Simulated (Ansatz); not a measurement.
**CHFO (formyl fluoride) at 6 levels**

Aim: a comparison of 6 runs (HF/STO-3G, BHLYP/STO-3G, BLYP/STO-3G, CAM-B3LYP/STO-3G, UPBE/STO-3G, MP2/STO-3G) of CHFO (formyl fluoride). 

The calculation is run with Ansatz 0.2.0.

62 further runs of the same task are left out: 2 that didn't finish, 60 set aside as unsound or not needed.

### 1 The molecule

CHFO has 4 atoms, charge 0, and is taken as a singlet. SMILES: `O=CF`. The H4–C2 distance was set to 1.645 Å, away from the relaxed value. At this shape a bond of the SMILES string is far longer than usual.

Bond lengths: O1–C2 1.174 Å, C2–F3 1.336 Å. Angles: O1–C2–F3 122.9°. A long bond or contact: C2–H4 1.645 Å.

### 2 A single-point energy at HF/STO-3G (run 1)

Input file job.yaml:

```yaml
crystal:
  periodic: [false, false, false]
  atoms:
    - symbol: O
      position_ang: [-1.087800, -0.176602, 1.172308]
    - symbol: C
      position_ang: [-0.244860, -0.310262, 0.366188]
    - symbol: F
      position_ang: [0.386740, -1.469592, 0.162748]
    - symbol: H
      position_ang: [0.350540, 0.823120, -0.667550]
basis:
  gaussian:
    orbitals: STO-3G
hamiltonian:
  xc: hf
accuracy: high
```

Started as:

```bash
ansatz run job.yaml --threads 1 --pin off --max-ram 3480MiB --events-out events.jsonl --progress --plain --runs-dir runs
```

Log:

```text
Warning: RAYON_NUM_THREADS=1 ignored (pool sized by the plan → 1); use --threads N
Functional definition: HF
  name "HF"
  exchange = exact_x
  correlation = 0
273 factors; integrals over basis functions are off by at most 4.9e-8 eV
mean field evaluation 1: about -5702.5356 eV, gradient 3.6e1 eV
mean field evaluation 2: about -5702.6126 eV, gradient 3.6e1 eV
mean field evaluation 4: about -5706.6943 eV, gradient 2.7e0 eV
mean field evaluation 8: about -5706.7570 eV, gradient 1.2e-1 eV
mean field -5706.75708028 eV, -209.7194545215 hartree, gradient 1.5e-8 eV, S^2 0.000000; 0 other end points of the search recorded, 0 dependent functions left out
reference -5706.75708028 eV, -209.7194545215 hartree; 12, 12 occupied and 4, 4 virtual orbitals, 273 factors
Total energy: -5706.75708028 eV, -209.7194545215 hartree
```

Run time: 0.14 s. Hardware: 1 thread of Intel Xeon Platinum 8259CL at 2.50GHz (Skylake/Cascade Lake), shared host.

### 3 The energy at BHLYP/STO-3G (run 2)

Input file input.yaml:

```yaml
crystal:
  periodic: [false, false, false]
  atoms:
    - {symbol: O, position_ang: [-1.087800, -0.176602, 1.172308]}
    - {symbol: C, position_ang: [-0.244860, -0.310262, 0.366188]}
    - {symbol: F, position_ang: [0.386740, -1.469592, 0.162748]}
    - {symbol: H, position_ang: [0.350540, 0.823120, -0.667550]}
basis:
  gaussian: {orbitals: STO-3G}
hamiltonian: {xc: {name: BHLYP}}
accuracy: high
```

Started as:

```bash
ansatz run input.yaml --threads 1 --pin off --max-ram 3480MiB --events-out events.jsonl --progress --plain --runs-dir runs
```

Log:

```text
Warning: RAYON_NUM_THREADS=1 ignored (pool sized by the plan → 1); use --threads N
Functional definition: BHLYP
  name "BHLYP"
  parameter a = 0.5
  exchange = (1 - a)*b88_x + a*exact_x
  correlation = lyp_c
273 factors; integrals over basis functions are off by at most 4.9e-8 eV
mean field evaluation 1: about -5727.3781 eV, gradient 3.3e1 eV
mean field evaluation 2: about -5725.1258 eV, gradient 4.9e1 eV
mean field evaluation 4: about -5730.6689 eV, gradient 1.3e0 eV
mean field evaluation 8: about -5730.6924 eV, gradient 2.0e-2 eV
mean field evaluation 16: about -5730.6924 eV, gradient 7.0e-8 eV
mean field -5730.69236466 eV, -210.5990599985 hartree, gradient 6.7e-8 eV, S^2 0.000000; 0 other end points of the search recorded, 0 dependent functions left out
reference -5730.69237767 eV, -210.5990604767 hartree; 12, 12 occupied and 4, 4 virtual orbitals, 273 factors
Total energy: -5730.69237767 eV, -210.5990604767 hartree
```

It took 0.77 s on 1 thread of Intel Xeon Platinum 8259CL at 2.50GHz (Skylake/Cascade Lake), shared host; peak memory 0.1 GiB.

Run 3 isn't shown in full; the table further down has it.

### 4 The energy at CAM-B3LYP/STO-3G (run 4)

job.yaml: that of step 2 with these lines changed.

```diff
@@ -14,4 +14,4 @@
     orbitals: STO-3G
+accuracy: high
 hamiltonian:
-  xc: hf
-accuracy: high
+  xc: {name: CAM-B3LYP}
```

Started as:

```bash
ansatz run job.yaml --threads 1 --pin off --max-ram 3480MiB --events-out events.jsonl --progress --plain --runs-dir runs
```

Log:

```text
Warning: RAYON_NUM_THREADS=1 ignored (pool sized by the plan → 1); use --threads N
Functional definition: CAM-B3LYP
  name "CAM-B3LYP"
  parameter alpha = 0.19
  parameter beta = 0.46
  parameter omega = 0.33/bohr
  parameter ac = 0.81
  exchange = (1 - alpha - beta)*b88_x + beta*b88_x_sr(omega) + alpha*exact_x + beta*exact_x_lr(omega)
  correlation = (1 - ac)*vwn5_c + ac*lyp_c
273 factors; integrals over basis functions are off by at most 4.9e-8 eV
134 factors; integrals over basis functions are off by at most 5.8e-10 eV
mean field evaluation 1: about -5727.2366 eV, gradient 3.3e1 eV
mean field evaluation 2: about -5723.9079 eV, gradient 5.4e1 eV
mean field evaluation 4: about -5730.5759 eV, gradient 1.6e0 eV
mean field evaluation 8: about -5730.5408 eV, gradient 4.7e-2 eV
mean field evaluation 16: about -5730.5408 eV, gradient 2.8e-7 eV
mean field -5730.54081303 eV, -210.5934905787 hartree, gradient 4.2e-8 eV, S^2 0.000000; 0 other end points of the search recorded, 0 dependent functions left out
reference -5730.54082223 eV, -210.5934909167 hartree; 12, 12 occupied and 4, 4 virtual orbitals, 273 factors
Total energy: -5730.54082223 eV, -210.5934909167 hartree
```

It took 1 s on 1 thread of Intel Xeon Platinum 8259CL at 2.50GHz (Skylake/Cascade Lake), shared host; peak memory 0.1 GiB.

Run 5 isn't shown in full; the table further down has it.

### 5 A single-point energy at MP2/STO-3G (run 6)

Input file molecule.yaml:

```yaml
crystal:
  periodic: [false, false, false]
  atoms:
    - {symbol: O, position_ang: [-1.087800, -0.176602, 1.172308]}
    - {symbol: C, position_ang: [-0.244860, -0.310262, 0.366188]}
    - {symbol: F, position_ang: [0.386740, -1.469592, 0.162748]}
    - {symbol: H, position_ang: [0.350540, 0.823120, -0.667550]}
basis:
  gaussian:
    orbitals: STO-3G
correlation:
  method: mp2
  frozen_orbitals: {C: 1, F: 1, H: 0, O: 1}
accuracy: high
```

Started as:

```bash
ansatz run molecule.yaml --threads 1 --pin off --max-ram 3480MiB --events-out events.jsonl --progress --plain --runs-dir runs
```

Log:

```text
Warning: RAYON_NUM_THREADS=1 ignored (pool sized by the plan → 1); use --threads N
[... 4 set-up lines as earlier in the session ...]
273 factors; integrals over basis functions are off by at most 4.9e-8 eV
mean field evaluation 1: about -5702.5356 eV, gradient 3.6e1 eV
mean field evaluation 2: about -5702.6126 eV, gradient 3.6e1 eV
mean field evaluation 4: about -5706.6943 eV, gradient 2.7e0 eV
mean field evaluation 8: about -5706.7570 eV, gradient 1.2e-1 eV
mean field -5706.75708028 eV, -209.7194545215 hartree, gradient 1.5e-8 eV, S^2 0.000000; 0 other end points of the search recorded, 0 dependent functions left out; unrestricted orbitals would lower it
mean field evaluation 16: about -5706.5536 eV, gradient 5.3e0 eV
3 core orbitals not correlated: weight in the atoms' cores, before any rotation towards them, 1.000 or more for the frozen orbitals, at most 0.000 for the correlated occupied ones
reference -5706.75708028 eV, -209.7194545215 hartree; 9, 9 occupied and 4, 4 virtual orbitals, 273 factors
second order -4.27689400 eV of doubles, -0.00000000 eV of singles
Total energy: -5711.03397428 eV, -209.8766274771 hartree
```

Run time: 0.14 s. Hardware: 1 thread of Intel Xeon Platinum 8259CL at 2.50GHz (Skylake/Cascade Lake), shared host.

### 6 All runs side by side

```csv
run,level,frozen core orbitals,energy (Eh),wall time
1,HF/STO-3G,–,-209.719455,0.14 s
2,BHLYP/STO-3G,–,-210.599060,0.77 s
3,BLYP/STO-3G,–,-210.638298,0.81 s
4,CAM-B3LYP/STO-3G,–,-210.593491,1 s
5,UPBE/STO-3G,–,-210.491657,1.4 s
6,MP2/STO-3G,3,-209.876627,0.14 s
```

### 7 Results

| quantity | value |
| --- | --- |
| run 6: total energy | -209.87663 Eh |
| run 6: correlation energy (3 core orbitals frozen) | -157.2 mEh |

What this shows: Totals of different functionals can't be ranked against each other. In run 6 the log says that unrestricted orbitals would lower the reference, so the values rest on an unstable closed-shell determinant (other closed-shell runs at this shape may share the fault). In runs 1, 2, 3, 4, 5, 6 the basis is minimal, so the values are rough. All runs together took 4.3 s, the longest 1.4 s.
